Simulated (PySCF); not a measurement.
# One shape, several levels: C3H6 (propene)

Aim: a comparison of 5 runs (HF/3-21G, B3LYP/6-31G*, CAM-B3LYP/cc-pVDZ, TPSS/def2-SVP, PBE/def2-TZVP) of C3H6 (propene). Input form: a Python script.

The calculation is run with PySCF 2.14.0.

## 1. The molecule

C3H6 has 9 atoms, charge 0, and is taken as a singlet. As SMILES, `C=CC`. Geometry: relaxed at PBE0-D4/def2-TZVP.

Bond lengths: C1–C2 1.325 Å, C2–C3 1.490 Å, C1–H4 1.086 Å, C1–H5 1.084 Å, C2–H6 1.088 Å, C3–H7 1.095 Å, C3–H8 1.095 Å, C3–H9 1.092 Å. Some angles: C1–C2–C3 125.1°, C1–C2–H6 118.7°, C3–C2–H6 116.2°, C2–C1–H4 121.4°, C2–C1–H5 121.6°, C2–C3–H7 111.0°, C2–C3–H8 111.0°, C2–C3–H9 111.5°, H4–C1–H5 117.0°, H7–C3–H8 106.6°.

## 2. Energy and gradient at HF/3-21G (run 1)

File input.py:

```python
# C=CC
from pyscf import gto

mol = gto.M(
    atom=[
    ('C', (-1.129400, 0.554100, -0.580200)),
    ('C', (0.157600, 0.266300, -0.447400)),
    ('C', (0.744900, -0.543600, 0.656400)),
    ('H', (-1.864800, 0.202700, 0.137400)),
    ('H', (-1.495500, 1.149800, -1.408200)),
    ('H', (0.857000, 0.641500, -1.192300)),
    ('H', (1.261600, -1.425300, 0.264300)),
    ('H', (1.490400, 0.033400, 1.212800)),
    ('H', (-0.021900, -0.879100, 1.357300)),
],
    verbose=4,
    max_memory=1860,
    basis='3-21g',
)

hf = mol.RHF()
hf.conv_tol = 1e-10
hf.kernel()
if not hf.converged:
    hf = hf.newton().run(hf.mo_coeff, hf.mo_occ)

e_tot = hf.e_tot
print('E(%s) = %.9f' % ('HF', e_tot))
grad = hf.nuc_grad_method().kernel()
hf.analyze()
```

The run is started by

```console
$ OMP_NUM_THREADS=1 python input.py
```

What it wrote:

```text
PySCF version 2.14.0

[... 79 lines left out ...]
One-electron Energy =                 -296.034793491252969
[... 7 lines left out ...]
MO #3   energy= -11.1591791750967  occ= 2
[... 5 lines left out ...]
MO #9   energy= -0.566071103131652 occ= 2
[... 5 lines left out ...]
MO #15  energy= 0.30512064086784   occ= 0
[... 5 lines left out ...]
MO #21  energy= 0.59946435831132   occ= 0
[... 5 lines left out ...]
MO #27  energy= 1.10254294135636   occ= 0
[... 5 lines left out ...]
MO #33  energy= 1.36657248173107   occ= 0
[... 5 lines left out ...]
MO #39  energy= 2.21005609411542   occ= 0
[... 51 lines left out ...]
Dipole moment(X, Y, Z, Debye):  0.28517, -0.11406,  0.10687
```

Run time: 1.1 s. Hardware: 1 thread of Arm Neoverse V2, shared host; peak memory 0.12 GiB.

## 3. Energy and forces at B3LYP/6-31G(d) (Cartesian functions) (run 2)

File mol.xyz:

```xyz
9

C     -1.129400     0.554100    -0.580200
C      0.157600     0.266300    -0.447400
C      0.744900    -0.543600     0.656400
H     -1.864800     0.202700     0.137400
H     -1.495500     1.149800    -1.408200
H      0.857000     0.641500    -1.192300
H      1.261600    -1.425300     0.264300
H      1.490400     0.033400     1.212800
H     -0.021900    -0.879100     1.357300
```

File run.py:

```python
import pyscf.grad
from pyscf import gto, dft

mol = gto.M(
    atom='mol.xyz',
    cart=True,
    basis='6-31g*',
    max_memory=1860,
    verbose=3,
)

mf = dft.RKS(mol)
mf.xc = 'b3lyp'
mf.grids.level = 5
mf.conv_tol = 1e-10
mf.kernel()
if not mf.converged:
    mf = mf.newton().run(mf.mo_coeff, mf.mo_occ)

e_final = mf.e_tot
print('E(%s) = %.9f' % ('B3LYP', e_final))
grad = mf.Gradients().kernel()
dip = mf.dip_moment()
pop, q = mf.mulliken_pop()
```

The run is started by

```console
$ OMP_NUM_THREADS=1 python run.py
```

What it wrote:

```text
converged SCF energy = -117.907328733112
E(B3LYP) = -117.907328733
--------------- RKS gradients ---------------
         x                y                z
0 C     0.0068005427    -0.0016997465     0.0009669452
1 C    -0.0046578247    -0.0011642042     0.0029027590
2 C    -0.0021056647     0.0017579502    -0.0022857819
3 H     0.0018442457     0.0002016331    -0.0007323247
4 H     0.0016034052    -0.0010883732     0.0012744607
5 H    -0.0016069037    -0.0005073902     0.0011924789
6 H    -0.0013228223     0.0024130529     0.0003022055
7 H    -0.0018111485    -0.0008761432    -0.0018375645
8 H     0.0012561677     0.0009631855    -0.0017831016
----------------------------------------------
Dipole moment(X, Y, Z, Debye):  0.31972, -0.12620,  0.11715
 ** Mulliken pop  **
pop of  0  C 1s           1.99171
pop of  0  C 2s           0.70166
pop of  0  C 3s           0.57544
pop of  0  C 2px          0.76039
pop of  0  C 2py          0.62218
pop of  0  C 2pz          0.68313
pop of  0  C 3px          0.23812
pop of  0  C 3py          0.41084
pop of  0  C 3pz          0.33824
pop of  0  C 3dxx         0.00432
pop of  0  C 3dxy         0.00677
pop of  0  C 3dxz         0.01131
pop of  0  C 3dyy        -0.01580
pop of  0  C 3dyz         0.00455
pop of  0  C 3dzz        -0.00030
pop of  1  C 1s           1.99184
pop of  1  C 2s           0.71215
pop of  1  C 3s           0.49627
pop of  1  C 2px          0.77123
pop of  1  C 2py          0.60674
pop of  1  C 2pz          0.67258
pop of  1  C 3px          0.18727
pop of  1  C 3py          0.33682
pop of  1  C 3pz          0.25529
pop of  1  C 3dxx         0.00328
pop of  1  C 3dxy         0.00864
pop of  1  C 3dxz         0.01362
pop of  1  C 3dyy        -0.01670
pop of  1  C 3dyz         0.00434
pop of  1  C 3dzz        -0.00484
pop of  2  C 1s           1.99183
pop of  2  C 2s           0.67905
pop of  2  C 3s           0.63273
pop of  2  C 2px          0.72379
pop of  2  C 2py          0.71184
pop of  2  C 2pz          0.70847
pop of  2  C 3px          0.35987
pop of  2  C 3py          0.33346
pop of  2  C 3pz          0.31473
pop of  2  C 3dxx         0.00137
pop of  2  C 3dxy         0.00931
pop of  2  C 3dxz         0.01102
pop of  2  C 3dyy         0.00078
pop of  2  C 3dyz         0.00812
pop of  2  C 3dzz        -0.00161
pop of  3  H 1s           0.53023
pop of  3  H 2s           0.33836
pop of  4  H 1s           0.53085
pop of  4  H 2s           0.33349
pop of  5  H 1s           0.53418
pop of  5  H 2s           0.34135
pop of  6  H 1s           0.52496
pop of  6  H 2s           0.31909
pop of  7  H 1s           0.52494
pop of  7  H 2s           0.31915
pop of  8  H 1s           0.52724
pop of  8  H 2s           0.32030
 ** Mulliken atomic charges  **
charge of    0C =     -0.33255
charge of    1C =     -0.03855
charge of    2C =     -0.48476
charge of    3H =      0.13142
charge of    4H =      0.13566
charge of    5H =      0.12447
charge of    6H =      0.15594
charge of    7H =      0.15591
charge of    8H =      0.15246
```

Run time: 13 s. Hardware: 1 thread of Arm Neoverse V2, shared host; peak memory 0.58 GiB.

Runs 3 to 4 aren't shown in full; the table further down has their settings and results.

## 4. Energy and forces at PBE/def2-TZVP (run 5)

File job.py:

```python
import pyscf.grad
from pyscf import gto, dft

mol = gto.M(
    atom=[
    ('C', (-1.129400, 0.554100, -0.580200)),
    ('C', (0.157600, 0.266300, -0.447400)),
    ('C', (0.744900, -0.543600, 0.656400)),
    ('H', (-1.864800, 0.202700, 0.137400)),
    ('H', (-1.495500, 1.149800, -1.408200)),
    ('H', (0.857000, 0.641500, -1.192300)),
    ('H', (1.261600, -1.425300, 0.264300)),
    ('H', (1.490400, 0.033400, 1.212800)),
    ('H', (-0.021900, -0.879100, 1.357300)),
],
    basis='def2-tzvp',
    max_memory=1860,
    verbose=4,
    spin=0,
)

ks = dft.RKS(mol, xc='pbe')
ks.grids.level = 5
ks.conv_tol = 1e-10
ks.kernel()
if not ks.converged:
    ks = ks.newton().run(ks.mo_coeff, ks.mo_occ)

e_tot = ks.e_tot
print('Final energy', e_tot)
grad = ks.Gradients().kernel()
ks.analyze()
```

The run is started by

```console
$ OMP_NUM_THREADS=1 python job.py
```

What it wrote:

```text
PySCF version 2.14.0

[... 103 lines left out ...]
MO #1   energy= -9.88422268452512  occ= 2
[... 15 lines left out ...]
MO #17  energy= 0.0936375166224082 occ= 0
[... 15 lines left out ...]
MO #33  energy= 0.420467103052027  occ= 0
[... 15 lines left out ...]
MO #49  energy= 0.999416817661889  occ= 0
[... 15 lines left out ...]
MO #65  energy= 1.68116481911722   occ= 0
[... 15 lines left out ...]
MO #81  energy= 2.37300547006194   occ= 0
[... 15 lines left out ...]
MO #97  energy= 3.0150125610168    occ= 0
[... 15 lines left out ...]
MO #113 energy= 3.74810740968551   occ= 0
[... 15 lines left out ...]
MO #129 energy= 22.4430437367643   occ= 0
[... 141 lines left out ...]
Dipole moment(X, Y, Z, Debye):  0.36673, -0.16378,  0.16366
```

Run time: 46 s. Hardware: 1 thread of Arm Neoverse V2, shared host; peak memory 1.4 GiB.

## 5. Overview of the runs

| run | level | Cartesian functions | integration grid | energy (Eh) | dipole moment (D) | HOMO energy (eV) | LUMO energy (eV) | wall time |
| --- | --- | --- | --- | --- | --- | --- | --- | --- |
| 1 | HF/3-21G | no | – | -116.423274 | 0.33 | -9.75 | 5.22 | 1.1 s |
| 2 | B3LYP/6-31G* (Cartesian functions) | yes | 5 | -117.907329 | 0.36 | -6.81 | 0.83 | 13 s |
| 3 | CAM-B3LYP/cc-pVDZ | no | 5 | -117.829657 | 0.41 | -8.56 | 2.03 | 23 s |
| 4 | TPSS/def2-SVP | no | 5 | -117.843287 | 0.40 | -6.16 | -0.16 | 35 s |
| 5 | PBE/def2-TZVP | no | 5 | -117.776428 | 0.43 | -6.24 | -0.60 | 46 s |

## 6. What came out

| quantity | value |
| --- | --- |
| run 5: total energy | -117.77643 Eh |
| run 5: dipole moment | 0.43 D |
| run 5: HOMO energy | -6.24 eV |
| run 5: LUMO energy | -0.60 eV |
| run 5: HOMO–LUMO gap | 5.64 eV |
| run 5: largest force on an atom | 0.357 eV/Å |

What this shows: The dipole moment (its size) runs from 0.33 D (HF/3-21G) to 0.43 D (PBE/def2-TZVP). The two ends differ in method and basis. The HOMO–LUMO gap runs from 5.64 eV (PBE/def2-TZVP) to 14.97 eV (HF/3-21G). Totals of different functionals can't be ranked against each other. All runs together took 2 min, the longest 46 s.
